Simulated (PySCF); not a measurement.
Species: boron monohydride, BH (singlet state).
Geometry (PBE0-D3(BJ)/def2-TZVP, Å), atoms numbered from 1 in this order:
```xyz
2
BH angstrom
B      0.6292   -0.0387    0.0056
H     -0.6105    0.0124   -0.0165
```

Computed, not measured: PySCF 2.14.0, density-fitted response routines, TDDFT CAM-B3LYP/aug-cc-pVTZ, vertical, gas phase, core orbitals frozen in the response. Geometry: PBE0-D3(BJ)/def2-TZVP; no solvent, vibrations or thermal averaging.

Computed states:

```json
{"state": "S1", "E (eV)": "2.60", "f": "0.022"}
{"state": "S2", "E (eV)": "2.60", "f": "0.022"}
{"state": "S3", "E (eV)": "5.96", "f": "0.093"}
{"state": "S4", "E (eV)": "6.94", "f": "0.014"}
{"state": "S5", "E (eV)": "6.94", "f": "0.014"}
{"state": "S6", "E (eV)": "6.98", "f": "0.032"}
{"state": "S7", "E (eV)": "8.35", "f": "0.033"}
{"state": "S8", "E (eV)": "8.80", "f": "0.089"}
{"state": "S9", "E (eV)": "8.80", "f": "0.089"}
```

Broadening: Gaussians 0.4 eV wide at half height, area fixed by f = 4.319×10⁻⁹ ∫ε dν̃. The width is an assumption, not a result. The curve ends short of the highest state used, and states not computed would add to its high-energy end.

Problem. What does the envelope look like, and where are its maxima?

Solution. 
E (eV), ε (L mol⁻¹ cm⁻¹) and a bar:
```
     2.00          6 
     2.11         47 
     2.23        281 #
     2.34        935 ####
     2.45       2043 ##########
     2.56       2936 ##############
     2.68       2703 #############
     2.79       1616 ########
     2.90        635 ###
     3.02        142 #
     3.13         23 
     3.24          3 
     3.35          0 
     3.47          0 
     3.58          0 
     3.69          0 
     3.80          0 
     3.92          0 
     4.03          0 
     4.14          0 
     4.26          0 
     4.37          0 
     4.48          0 
     4.59          0 
     4.71          0 
     4.82          0 
     4.93          0 
     5.05          0 
     5.16          0 
     5.27          2 
     5.38         18 
     5.50        156 #
     5.61        733 ####
     5.72       2273 ###########
     5.84       4838 #######################
     5.95       6239 ##############################
     6.06       5290 #########################
     6.17       2949 ##############
     6.29        968 #####
     6.40        242 #
     6.51        158 #
     6.62        554 ###
     6.74       1753 ########
     6.85       3289 ################
     6.96       4083 ####################
     7.08       3226 ################
     7.19       1688 ########
     7.30        584 ###
     7.41        134 #
     7.53         17 
     7.64          2 
     7.75          4 
     7.87         39 
     7.98        200 #
     8.09        675 ###
     8.20       1507 #######
```

Maxima: 477 nm (2.60 eV), ε about 3000, made up of S1 (50%) and S2 (50%); 208 nm (5.96 eV), ε about 6300, made up of S3 (100%); 178 nm (6.96 eV), ε about 4100, made up of S4 (23%), S5 (23%) and S6 (53%) (ε in L mol⁻¹ cm⁻¹; maxima over ε = 5, shares over 10%). At its high-energy end, 8.20 eV, the curve is still rising (ε about 1500, from S7).

Problem. What would ε be at 5.96 eV, the highest of these maxima, with half the width (0.2 eV)?

Solution. About 12500 L mol⁻¹ cm⁻¹ against 6250, a factor of about 2.00; a lone state at its own centre would give exactly 2.

Problem. Coming from long wavelengths, where does ε first pass 100 L mol⁻¹ cm⁻¹?

Solution. At about 575 nm (2.16 eV), 0.44 eV below S1.

Problem. Does any computed singlet lie in the visible range?

Solution. 2 computed singlets (S1 to S2) lie in the visible range (380 to 750 nm), the largest f among them at 477 nm, f = 0.022; light of that wavelength is blue, and its complementary colour is yellow.
